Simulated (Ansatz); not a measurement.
**BH2⁻, triplet: the ladder up to full CI**

Geometry: a point of a stretch scan, not a stationary point.

```yaml
atoms:
  - { symbol: B, position_ang: [0.0000, -0.1834, 0.2124] }
  - { symbol: H, position_ang: [0.0000, 1.6288, -3.5820] }
  - { symbol: H, position_ang: [0.0000, 0.3377, 1.3035] }
```

Basis aug-cc-pVDZ; Ansatz 0.2.0. Correlated methods freeze the noble-gas cores, which leaves 6 electrons in 40 orbitals. R marks a restricted (for open shells ROHF) determinant, U an unrestricted one. Active spaces: pair = (4e, 4o) about the gap; valence = (6e, 6o) chosen from the atoms' valence shells.

Full CI is exact within this basis and frozen core; it isn't the basis-set limit. The frozen core follows each run's orbitals, which can shift R against U totals by a few meV.

Unrestricted rows (U) aren't spin-pure: their determinants' ⟨S²⟩ exceeds S(S+1) by up to 0.37, so they mix in states of higher spin. For open shells CISD is restricted-active-space CI with the open shells as a complete middle space.

The UHF ⟨S²⟩ is 2.372 and the T1 diagnostic (RCCSD) is 0.0403. The largest doubles amplitude (RCCSD) is 0.089 and the T1 diagnostic (UCCSD) is 0.0990.

```
   level  E − E(RHF) (eV)
     UHF          -0.1528
    RMP2          -2.1792
    UMP2          -2.0668
   RCCSD          -2.8625
   UCCSD          -2.8560
RCCSD(T)          -2.9601
UCCSD(T)          -2.9543
```

Problem. Estimate how far full CI in aug-cc-pVDZ lies from RCCSD(T). The table doesn't fix it; the size of (T) and the diagnostics are the guide.

Solution. Full CI in aug-cc-pVDZ lies 5.2 kJ/mol below RCCSD(T), which is 56 % of the (T) step (-9.4 kJ/mol). T1 is raised, and the rest is a large part of (T). The miss exceeds 1 kcal/mol.

The other levels:

```
                     level  E − E(full CI) (kJ/mol)  share of correlation (%)    wall time
                      CISD                     24.4                     91.60        1.3 s
                   BCCD(T)                      5.0                     98.28        6.5 s
                    RCCSDT                      0.9                     99.68            –
                    UCCSDT                      0.9                     99.69            –
                 RCCSDT(Q)                      0.3                     99.90         21 s
                 UCCSDT(Q)                      0.2                     99.94         21 s
                   RCCSDTQ                      0.0                     99.99  55 s (H100)
    CASSCF (valence space)                    206.3                     29.07            –
    NEVPT2 (valence space)                     77.2                     73.44          1 s
NEVPT4(SD) (valence space)                     21.1                     92.76        1.3 s
    MRCISD (valence space)                     17.7                     93.90            –
  MRCISD+Q (valence space)                      4.9                     98.31        1.4 s
```

The correlation energy at full CI, counted from RHF, is -3.014 eV. That run took 26 s on 2 threads of AMD EPYC 7R13 with a shared H100 80 GB, shared host over 48,616,238 determinants.

Run but not shown, since their state, orbitals or frozen core can't be matched to the reference's or they repeat it: CASSCF (pair space), NEVPT2 (pair space), MRCISD (pair space), MRCISD+Q (pair space).

Times hold each run's SCF and search for its determinant on a shared host, so for small cases they say little of a method's own cost; rows without a card ran on 1 thread of AMD EPYC 7R13.

The full-CI state has the irrep A'' of Cs, in the program's axes.

Natural occupations of full CI about the gap: 1.949 1.835 1.009 0.961 0.072 0.042 0.040 0.024 0.012 0.011; effectively unpaired electrons, Σ n²(2−n)², 2.13.
